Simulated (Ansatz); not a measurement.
Wavefunction ladder for C₃H₅O₂, SMILES `[CH2]OC(C)=O` radical

```xyz
10

C     0.3199    0.6769    1.8697
O     0.5478    0.0195    0.7072
C    -0.3998    0.0985   -0.2690
C     0.0231   -0.6842   -1.4683
O    -1.4150    0.7192   -0.1417
H     1.1069    0.5747    2.5970
H    -0.5941    1.2367    1.9835
H     0.9726   -0.3009   -1.8472
H    -0.7420   -0.6112   -2.2367
H     0.1806   -1.7293   -1.1944
```

Charge 0, multiplicity 2. The structure was optimised at the PBE0-D4/def2-TZVP level. Frozen core, unrestricted reference, Ansatz 0.2.0. CBS rows extrapolate triple and quadruple zeta; past MP2 they add the triple-zeta difference.

| basis | HF (Eh) | MP2 corr. |
| --- | --- | --- |
| def2-SVP | -266.00156 | -0.74407 |
| def2-TZVPP | -266.31549 | -0.93106 |
| def2-QZVPP | -266.32777 | -0.99949 |

(1) Estimate the CCSD correlation energy and the (T) correction in each basis where they were run (hartree).

## Answers

(1) 
```json
{"basis": "def2-SVP", "CCSD corr.": "-0.78329", "(T)": "-0.02393"}
{"basis": "def2-TZVPP", "CCSD corr.": "-0.95928", "(T)": "-0.03991"}
{"basis": "CBS(def2)", "CCSD corr.": "-1.07839", "(T)": "as TZ"}
```
